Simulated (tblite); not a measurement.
Species: C₅H₅Cl (charge +1 and doublet state).
Numbering: `[CH+:1]=[C:2][CH2:3]/[CH:4]=[CH:5]\[Cl:6]` (hydrogens: H7 on C1; H8, H9 on C3; H10 on C4; H11 on C5)

Structure used (GFN2-xTB), in Å, numbered top down from 1:
```
atom  x, y, z in Å
C1     2.7107   -0.7124   -0.0637
C2     1.6268   -0.1810   -0.0278
C3     0.3465    0.4579    0.0129
C4    -0.7910   -0.3556   -0.4347
C5    -2.0814    0.0740   -0.4701
Cl6   -2.5807    1.6102   -0.0023
H7     3.6618   -1.1661   -0.0903
H8     0.1691    0.8347    1.0355
H9     0.4010    1.3945   -0.5693
H10   -0.5886   -1.3686   -0.7609
H11   -2.8689   -0.5851   -0.8170
```

Computed values, GFN2-xTB/tblite, gas phase, harmonic and unscaled. Errors from tens to a few hundred cm⁻¹ against measured bands are possible. One conformer, not necessarily the lowest. Open shells enter through the occupations alone, without spin polarisation, and single modes of such species can be off by tens of per cent.

Harmonic wavenumbers (cm⁻¹): 36.1, 118.7, 194.2, 287.8, 321.3, 436.4, 580.5, 592.5, 658.3, 687.6, 762.5, 774.3, 870.7, 984.9, 1005.3, 1076.9, 1184.5, 1218.6, 1241.2, 1286.8, 1496.2, 2201.7, 2809.5, 2861.1, 3034.0, 3060.8, 3343.3.

A = 13190, B = 1136, C = 1052 MHz; mass 100.008 u (most abundant isotopes); point group Cs, symmetry number 1; spin multiplicity 2.

Task: What is the zero-point energy?

Result: ½Σν̃ = 16563 cm⁻¹ = 198.13 kJ/mol.

Task: Give the ideal-gas entropy at 298.15 K and 1 bar in the rigid-rotor, harmonic-oscillator model (classical rotation).

Result: Translation 166.29, rotation 114.70, vibration 71.43, spin (R ln 2) 5.76: S = 358.2 J/(mol K).

Task: And Cp and H(298.15 K) − H(0)?

Result: Cp = 109.45 J/(mol K), of which vibrations give 76.19 (their classical limit is 27 R = 224.5); H(298.15 K) − H(0) = 21.01 kJ/mol without the zero-point energy, 11.10 from vibrations.

Task: Which modes carry the vibrational entropy at 298.15 K?

Result: 36.1 cm⁻¹: 22.85; 118.7 cm⁻¹: 13.06; 194.2 cm⁻¹: 9.15; 287.8 cm⁻¹: 6.22; 321.3 cm⁻¹: 5.45; 436.4 cm⁻¹: 3.51 J/(mol K); the other 21 give 11.18 together.

Task: How do the functions run with temperature in this model?

Result: 
| T (K) | S (J/(mol K)) | Cp (J/(mol K)) | H − H(0) (kJ/mol) | G − H(0) (kJ/mol) | ln q(vib) |
| --- | --- | --- | --- | --- | --- |
| 50 | 237.2 | 45.5 | 1.96 | -9.90 | 0.47 |
| 100 | 272.4 | 57.6 | 4.53 | -22.71 | 1.20 |
| 373.15 | 384.7 | 127.3 | 29.91 | -113.65 | 5.25 |
| 500 | 425.5 | 151.3 | 47.66 | -165.09 | 7.16 |
| 750 | 493.3 | 182.6 | 89.74 | -280.25 | 10.76 |
| 1000 | 548.8 | 202.7 | 138.06 | -410.72 | 14.07 |

q(vib) and H(0) count from the zero-point level.

Hindered rotation and anharmonicity are outside this model. Other conformers, if any are populated, would add a mixing term that is left out.

The run took 0.27 s wall on an Arm Neoverse V1 with one thread, on a shared host. The figure is for the frequency step alone.
